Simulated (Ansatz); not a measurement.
**H₂NaOSi+ (SMILES [Na][O][SiH2+]): functionals against CCSD(T) at one geometry**

An exercise on one series of results from a longer session: the logs are not shown, and one member is left open.

Method: single points in def2-TZVPP; program: Ansatz 0.2.0, Gaussian basis.

Cores are frozen in the correlated methods. The outer core shell of Li, Na, Mg and K is correlated.

### The starting structure

5 atoms, charge 1, spin multiplicity 1.

Atoms are counted from 1 here; the program's logs count them from 0.

Bond lengths: Na1–O2 1.988 Å, O2–Si3 1.521 Å, Si3–H4 1.424 Å, Si3–H5 1.470 Å. Angles: Na1–O2–Si3 179.6°, O2–Si3–H4 119.9°, O2–Si3–H5 118.9°, H4–Si3–H5 121.2°.

Geometry (Å):

```xyz
5

Na   -2.6514    0.1967    0.8411
O    -0.7606    0.0475    0.2442
Si    0.6835   -0.0642   -0.2214
H     1.2795   -1.3472   -0.3877
H     1.4464    1.1674   -0.4695
```

The first run:

run/in.yaml

```yaml
crystal:
  periodic: [false, false, false]
  atoms:
    - {symbol: Na, position_ang: [-2.651400, 0.196700, 0.841100]}
    - {symbol: O, position_ang: [-0.760600, 0.047500, 0.244200]}
    - {symbol: Si, position_ang: [0.683500, -0.064200, -0.221400]}
    - {symbol: H, position_ang: [1.279500, -1.347200, -0.387700]}
    - {symbol: H, position_ang: [1.446400, 1.167400, -0.469500]}
basis:
  gaussian: {orbitals: def2-TZVPP}
total_charge: 1
correlation: {method: ccsd_t}
output: {forces: true}
```

Started as:

```console
$ ansatz run in.yaml --threads 4 --pin off --events-out ev --progress --plain --max-ram 5222MiB
```

Steps of the session up to this table: CCSD(T)/def2-TZVPP; PBE0-D4/def2-TZVPP; wB97M-V/def2-TZVPP; r2SCAN-D4/def2-TZVPP; PBE-D4/def2-TZVPP; SPW92/def2-TZVPP; CAM-B3LYP-D4/def2-TZVPP.

One table of the session follows, with a row left open; its other results are not shown here.

```
      method  RMS force component (eV/Å)  angle to CCSD(T) forces (°)
     CCSD(T)                       0.426                    reference
     PBE0-D4                       0.453                         20.2
     wB97M-V                       0.416                         14.4
   r2SCAN-D4                       0.442                         10.8
      PBE-D4                           ?                            ?
       SPW92                       0.456                         23.6
CAM-B3LYP-D4                       0.420                         23.7
```

Q: Estimate the row for PBE-D4 from the others.

As computed: RMS force component (eV/Å): 0.516; angle to CCSD(T) forces (°): 19.6. In the column «RMS force component (eV/Å)» it is the highest.
